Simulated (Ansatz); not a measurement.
P₂⁺, doublet in 6-31G: errors against full CI

Geometry: a PBE0/def2-TZVP stationary point for this spin.

```xyz
2

P     0.0000    0.0000    0.0000
P     0.0000    0.0000    1.9656
```

Basis 6-31G; Ansatz 0.2.0. Only valence electrons are correlated (noble-gas cores frozen), which leaves 9 electrons in 16 orbitals. Prefix R: restricted or restricted open-shell reference; prefix U: unrestricted. Active spaces: valence = (9e, 8o) chosen from the atoms' valence shells.

Full CI is exact within this basis and frozen core; it isn't the basis-set limit. The frozen core follows each run's orbitals, which can shift R against U totals by a few meV.

Coupled cluster chose its determinant by trial CCSD, here up to 0.70 eV above the lowest Hartree–Fock solution of its kind.

The UHF ⟨S²⟩ is 2.005, the T1 diagnostic (RCCSD) is 0.0240 and the largest doubles amplitude (RCCSD) is 0.184.

```json
{"level": "RCCSD*", "E − E(determinant under the R cluster runs) (eV)": "-4.3526"}
{"level": "RCCSD(T)*", "E − E(determinant under the R cluster runs) (eV)": "-4.5276"}
```

Estimate how far full CI in 6-31G lies from RCCSD(T). The table doesn't fix it; the size of (T) and the diagnostics are the guide.

Full CI in 6-31G lies 2.14 kcal/mol below RCCSD(T), which is 53 % of the (T) step (-4.04 kcal/mol). A doubles amplitude is large, and the rest is a large part of (T). The miss exceeds 1 kcal/mol.

The other levels:

```json
{"level": "RHF†", "E − E(full CI) (kcal/mol)": "90.41", "share of correlation (%)": "–", "wall time": "–"}
{"level": "BCCD(T)*", "E − E(full CI) (kcal/mol)": "2.11", "share of correlation (%)": "98.02", "wall time": "2.5 s"}
{"level": "RCCSDT", "E − E(full CI) (kcal/mol)": "1.86", "share of correlation (%)": "98.26", "wall time": "–"}
{"level": "RCCSDT(Q)", "E − E(full CI) (kcal/mol)": "-0.16", "share of correlation (%)": "100.15", "wall time": "5.5 s"}
{"level": "RCCSDTQ", "E − E(full CI) (kcal/mol)": "0.27", "share of correlation (%)": "99.75", "wall time": "32 s"}
{"level": "CASSCF (valence space)", "E − E(full CI) (kcal/mol)": "16.92", "share of correlation (%)": "84.12", "wall time": "–"}
{"level": "NEVPT2 (valence space)", "E − E(full CI) (kcal/mol)": "4.69", "share of correlation (%)": "95.60", "wall time": "2.2 s"}
{"level": "MRCISD (valence space)", "E − E(full CI) (kcal/mol)": "0.37", "share of correlation (%)": "99.65", "wall time": "–"}
{"level": "MRCISD+Q (valence space)", "E − E(full CI) (kcal/mol)": "0.06", "share of correlation (%)": "99.95", "wall time": "2.9 s"}
```

An asterisk marks runs whose energy the program itself flagged as in doubt. A dagger marks rows that describe another state than the reference (another or a broken symmetry, a higher spin or other natural occupations), so the difference isn't the method's error.

The correlation energy at full CI, counted from the determinant under the R cluster runs, is -4.621 eV. That run took 39 s on 1 thread of Arm Neoverse V1, shared host over 994,800 determinants.

Run but not shown, since their state, orbitals or frozen core can't be matched to the reference's or they repeat it: UHF, RMP2, UMP2, CISD, UCCSD, UCCSD(T), UCCSDT, CISDTQ, UCCSDT(Q), UCCSDTQ.

Times hold each run's SCF and search for its determinant on a shared host, so for small cases they say little of a method's own cost; they ran on 1 thread of Arm Neoverse V1.

Not variational, and here over 5 meV under the exact energy: RCCSDT(Q).

The full-CI state has the irrep Ag of D2h, in the program's axes (one component, if the state is degenerate).

Natural occupations of full CI about the gap: 1.983 1.923 1.851 1.851 1.024 0.152 0.152 0.035 0.007 0.005; effectively unpaired electrons, Σ n²(2−n)², 1.34.
